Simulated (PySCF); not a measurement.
# C2H8ClN: a look at the electrons

Aim: take C2H8ClN and find what binds its two fragments and analyse its density (charges, bond critical points, surface potential).

Computed with PySCF 2.14.0. Level: levels as typed in each script, gas phase, geometry from start geometry of a pair search.

**1. The system as given**

SMILES `CN.CCl`, 12 atoms, charge 0, spin multiplicity 1.

Bond lengths: C1–N2 1.455 Å, C1–H3 1.100 Å, C1–H4 1.089 Å, C1–H5 1.091 Å, N2–H6 1.014 Å, N2–H7 1.016 Å, C8–Cl9 1.776 Å, C8–H10 1.085 Å, C8–H11 1.088 Å, C8–H12 1.085 Å. Angles: N2–C1–H3 114.2°, N2–C1–H4 108.6°, N2–C1–H5 108.4°, H3–C1–H4 108.5°, H3–C1–H5 108.5°, H4–C1–H5 108.6°, C1–N2–H6 110.3°, C1–N2–H7 110.0°, H6–N2–H7 107.6°, Cl9–C8–H10 107.9°, Cl9–C8–H11 108.3°, Cl9–C8–H12 108.0°, H10–C8–H11 111.0°, H10–C8–H12 110.6°, H11–C8–H12 110.9°.

Coordinates:

```mol
C2H8ClN
  3D, bonds by distance, orders not assigned

 12 10  0  0  0  0  0  0  0  0999 V2000
   -3.1303    0.2442   -0.0896 C   0  0
   -1.9410   -0.5787    0.0737 N   0  0
   -4.0583   -0.2315    0.2594 H   0  0
   -3.2425    0.4866   -1.1455 H   0  0
   -2.9868    1.1715    0.4667 H   0  0
   -2.0201   -1.4247   -0.4799 H   0  0
   -1.8410   -0.8563    1.0461 H   0  0
    0.9733    0.9003    0.0561 C   0  0
    2.2640   -0.3152   -0.0403 Cl  0  0
    1.0519    1.3943    1.0188 H   0  0
    0.0162    0.3923   -0.0454 H   0  0
    1.1220    1.6113   -0.7503 H   0  0
  1  2  8  0
  1  3  8  0
  1  4  8  0
  1  5  8  0
  2  6  8  0
  2  7  8  0
  8  9  8  0
  8 10  8  0
  8 11  8  0
  8 12  8  0
M  END
```

**2. Binding of the two fragments (CAM-B3LYP/def2-tzvp)**

Input file input.py:

```python
import numpy as np
from pyscf import gto, scf, dft
from pyscf.scf import atom_ks, atom_hf
from scipy.linalg import block_diag
from pyscf.dispersion import dftd3

def solve(mol, dm0=None, hcore=None):
    mf = (dft.UKS if mol.spin else dft.RKS)(mol, xc='camb3lyp')
    mf.grids.level = 3
    mf = mf.density_fit(auxbasis='def2-universal-jkfit')
    mf.conv_tol, mf.max_cycle = 1e-8, 80
    if hcore is not None:
        mf.get_hcore = lambda *args: hcore
    mf.kernel(dm0)
    if not mf.converged:
        mf = mf.newton().run(mf.mo_coeff, mf.mo_occ, max_cycle=30)
    assert mf.converged, 'SCF not converged'
    return mf

mol = gto.M(atom='''
C     -3.13031     0.24415    -0.08959
N     -1.94100    -0.57874     0.07366
H     -4.05826    -0.23147     0.25942
H     -3.24248     0.48659    -1.14550
H     -2.98684     1.17146     0.46669
H     -2.02006    -1.42466    -0.47992
H     -1.84096    -0.85633     1.04608
C      0.97329     0.90034     0.05608
Cl     2.26398    -0.31525    -0.04026
H      1.05188     1.39426     1.01875
H      0.01617     0.39234    -0.04537
H      1.12200     1.61132    -0.75026
''', basis='def2-tzvp', charge=0, spin=0, verbose=4)
mol_a = gto.M(atom='''
C     -3.13031     0.24415    -0.08959
N     -1.94100    -0.57874     0.07366
H     -4.05826    -0.23147     0.25942
H     -3.24248     0.48659    -1.14550
H     -2.98684     1.17146     0.46669
H     -2.02006    -1.42466    -0.47992
H     -1.84096    -0.85633     1.04608
ghost-C      0.97329     0.90034     0.05608
ghost-Cl     2.26398    -0.31525    -0.04026
ghost-H      1.05188     1.39426     1.01875
ghost-H      0.01617     0.39234    -0.04537
ghost-H      1.12200     1.61132    -0.75026
''', basis='def2-tzvp', charge=0, spin=0, verbose=4)
mol_b = gto.M(atom='''
ghost-C     -3.13031     0.24415    -0.08959
ghost-N     -1.94100    -0.57874     0.07366
ghost-H     -4.05826    -0.23147     0.25942
ghost-H     -3.24248     0.48659    -1.14550
ghost-H     -2.98684     1.17146     0.46669
ghost-H     -2.02006    -1.42466    -0.47992
ghost-H     -1.84096    -0.85633     1.04608
C      0.97329     0.90034     0.05608
Cl     2.26398    -0.31525    -0.04026
H      1.05188     1.39426     1.01875
H      0.01617     0.39234    -0.04537
H      1.12200     1.61132    -0.75026
''', basis='def2-tzvp', charge=0, spin=0, verbose=4)
ab, a, b = solve(mol), solve(mol_a), solve(mol_b)
e_int = ab.e_tot - a.e_tot - b.e_tot
print('counterpoise-corrected interaction energy / kcal/mol', e_int * 627.5095)
def disp(atoms, charge):
    m = gto.M(atom=atoms, charge=charge, basis='sto-3g', spin=None, unit='Bohr', verbose=0)
    return dftd3.DFTD3Dispersion(m, xc='camb3lyp', version='d3bj').get_dispersion()['energy']
e_disp = disp(mol._atom, mol.charge) - disp(mol._atom[:7], mol_a.charge) - disp(mol._atom[7:], mol_b.charge)
print('D3(BJ) part / kcal/mol', e_disp * 627.5095)
# spherically averaged free atoms, for the promolecule
atm = atom_ks.get_atm_nrks(mol, xc='camb3lyp')
pro = block_diag(*[(atm[a[0]][2] * atm[a[0]][3]) @ atm[a[0]][2].T for a in mol._atom])
np.savez('result.npz', e_int=e_int, e_disp=e_disp, dm_a=a.make_rdm1(), dm_b=b.make_rdm1(), c=ab.mo_coeff, occ=ab.mo_occ, eps=ab.mo_energy, pro=pro, d=[f.dip_moment(verbose=0) for f in (ab, a, b)])
```

Launch:

```sh
$ OMP_NUM_THREADS=1 python input.py
```

**4. Density, bond paths and surface potential (CAM-B3LYP/def2-tzvp)**

Input file input.py:

```python
import numpy as np
from pyscf import gto, scf, dft
from pyscf.scf import atom_ks, atom_hf
from scipy.linalg import block_diag

def solve(mol, dm0=None, hcore=None):
    mf = (dft.UKS if mol.spin else dft.RKS)(mol, xc='camb3lyp')
    mf.grids.level = 3
    mf = mf.density_fit(auxbasis='def2-universal-jkfit')
    mf.conv_tol, mf.max_cycle = 1e-8, 80
    if hcore is not None:
        mf.get_hcore = lambda *args: hcore
    mf.kernel(dm0)
    if not mf.converged:
        mf = mf.newton().run(mf.mo_coeff, mf.mo_occ, max_cycle=30)
    assert mf.converged, 'SCF not converged'
    return mf

mol = gto.M(atom='''
C     -3.13031     0.24415    -0.08959
N     -1.94100    -0.57874     0.07366
H     -4.05826    -0.23147     0.25942
H     -3.24248     0.48659    -1.14550
H     -2.98684     1.17146     0.46669
H     -2.02006    -1.42466    -0.47992
H     -1.84096    -0.85633     1.04608
C      0.97329     0.90034     0.05608
Cl     2.26398    -0.31525    -0.04026
H      1.05188     1.39426     1.01875
H      0.01617     0.39234    -0.04537
H      1.12200     1.61132    -0.75026
''', basis='def2-tzvp', charge=0, spin=0, verbose=4)
mf = solve(mol)
mf.analyze()
# spherically averaged free atoms, for the promolecule
atm = atom_ks.get_atm_nrks(mol, xc='camb3lyp')
pro = block_diag(*[(atm[a[0]][2] * atm[a[0]][3]) @ atm[a[0]][2].T for a in mol._atom])
np.savez('result.npz', e=mf.e_tot, c=mf.mo_coeff, occ=mf.mo_occ, eps=mf.mo_energy, pro=pro, dip=mf.dip_moment(verbose=0), s2=mf.spin_square()[0])
```

(Steps that only read results are left out.)

Q: Predict the outcome of this session. Wanted: interaction energy, counterpoise; dipole moment; HOMO, LUMO.

The runs gave:

| quantity | value |
| --- | --- |
| interaction energy, counterpoise (CAM-B3LYP/def2-tzvp) | -1.3 kcal/mol |
| dipole moment (CAM-B3LYP/def2-tzvp) | 3.25 D |
| HOMO, LUMO (CAM-B3LYP/def2-tzvp) | -8.53, 1.54 eV |

The counterpoise-corrected interaction energy of the frozen fragments is −1.3 kcal/mol without dispersion correction and −2.2 kcal/mol with D3(BJ). At CAM-B3LYP/def2-tzvp: The highest Hirshfeld charge is on H7 (+0.12 e), the lowest on N2 (−0.20 e). All values hold at the given geometry, in the gas phase.
